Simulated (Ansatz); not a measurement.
The first iterations of a band of CH5BO (8 atoms, charge 0, multiplicity 1).

Theory: RKS PBE0/cc-pVDZ (Ansatz).

```yaml
movable_images: 9
climbing_image: yes
spring: 5.0 eV/Å²
optimiser: quadratic models (default)
start_path: through a guess of the saddle point
force_threshold: 0.05 eV/Å
iteration_limit: 60
end_points: relaxed
```

First end point:

```xyz
8
Properties=species:S:1:pos:R:3
B 0.227 0.114 0.024
O 0.497 -0.328 1.278
H -0.278 -0.717 1.703
H 1.173 0.611 -0.547
C -1.185 0.013 -0.655
H -1.952 -0.505 -0.056
H -1.556 1.028 -0.882
H -1.104 -0.496 -1.630
```

Last end point:

```xyz
8
Properties=species:S:1:pos:R:3
B 0.165 -0.366 -0.841
O 0.465 0.339 1.311
H 0.403 -0.518 1.759
H 1.302 0.248 0.819
C -1.350 -0.055 -0.941
H -1.915 -0.659 -0.207
H -1.526 1.011 -0.710
H -1.721 -0.280 -1.955
```

| iteration | highest image above the first end (eV) | largest band force component (eV/Å) |
| --- | --- | --- |
| 1 | 6.408 | 10.147 |
| 2 | 4.999 | 6.106 |
| 3 | 4.901 | 2.924 |
| 4 | 4.833 | 1.201 |
| 5 | 4.809 | 0.682 |
| 6 | 4.802 | 0.516 |
| 7 | 4.800 | 0.340 |

Problem. Does the band converge within its limit, and where does its top end?

Solution. The run converged. It ended after 23 iterations with the highest image 4.875 eV above the first end. The profile has 2 maxima (images 4, 8) with wells between them (image 5): this band takes more than one step, which may be the mechanism or a detour left from its start path. Neighbouring images differ by up to 2.2 eV, so the band resolves the path poorly. A vibrational analysis at the climbing image gives one clearly imaginary mode, 940i cm⁻¹: a first-order saddle point. The orbitals stay closed-shell, which can raise the energy where a bond breaks towards radicals; this wasn't checked here.

The run took 5.7 min on 1 thread of Arm Neoverse V1, on a shared host, peak memory 0.12 GiB.
